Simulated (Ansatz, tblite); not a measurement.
Removing and adding an electron: BH2Me (CH5B). The state is a singlet with charge 0. Geometry: r2SCAN-D4/def2-TZVP. Ansatz, gas phase; energy differences of separate SCF runs; the oxidised species was run as a doublet alone; the reduced species was run as a doublet alone.

```xyz
7

B    -0.686   -0.045   -0.549
H    -0.681   -0.813   -1.468
H    -1.696    0.557   -0.321
C     0.550    0.097    0.371
H     0.385   -0.687    1.133
H     0.619    1.035    0.925
H     1.509   -0.145   -0.092
```

The xTB rows come from tblite. Correlated methods freeze 2 core orbitals. In CCSD on the charge -1 doublet the largest single amplitude is 0.29, so its Hartree–Fock determinant may place the open shell otherwise than the density functionals do.

```tsv
level	−HOMO (eV)	vertical IE (eV)	−LUMO (eV)	vertical EA (eV)	HOMO–LUMO gap (eV)	IE − EA (eV)	remarks
GFN1-xTB	12.25	15.96	7.42	–	4.83	–	–
GFN2-xTB	11.30	14.70	6.69	1.93	4.61	12.77	–
HF/def2-TZVPP	–	11.49	–	–	–	–	–
PBE-D4/def2-TZVP	7.58	11.35	2.25	–	5.33	–	–
PBE-D4/def2-TZVPD	7.58	–	2.26	-0.54	5.32	–	HOMO above zero (-1 doublet)
r2SCAN-D4/def2-TZVP	7.89	11.48	1.78	–	6.11	–	–
r2SCAN-D4/def2-TZVPD	7.90	–	1.79	-0.58	6.11	–	HOMO above zero (-1 doublet)
PBE0-D4/def2-TZVP	8.99	11.67	1.20	–	7.79	–	–
PBE0-D4/def2-TZVPD	9.00	–	1.21	-0.65	7.78	–	HOMO above zero (-1 doublet)
MP2/def2-TZVPP	–	12.16	–	–	–	–	–
CCSD/def2-TZVPD	–	–	–	-1.19	–	–	HOMO above zero (-1 doublet), large T1 (0.066) (-1 doublet)
CCSD/def2-TZVPP	–	12.14	–	–	–	–	–
CCSD(T)/def2-TZVPD	–	–	–	-1.17	–	–	HOMO above zero (-1 doublet), large T1 (0.066) (-1 doublet)
CCSD(T)/def2-TZVPP	–	12.10	–	–	–	–	–
```

Run but left out: HF/def2-TZVPD, MP2/def2-TZVPD (charge -1 doublet: a determinant that CCSD turns far, T1 0.066).   A HOMO above zero means that the electron is unbound at that level or that self-interaction error raises the level; the energy of removing that electron tells which. Raw xTB energy differences between charge states are shifted by several eV; the methods need an empirical correction for them. A negative affinity means that the extra electron isn't bound; its size then hangs on the basis.
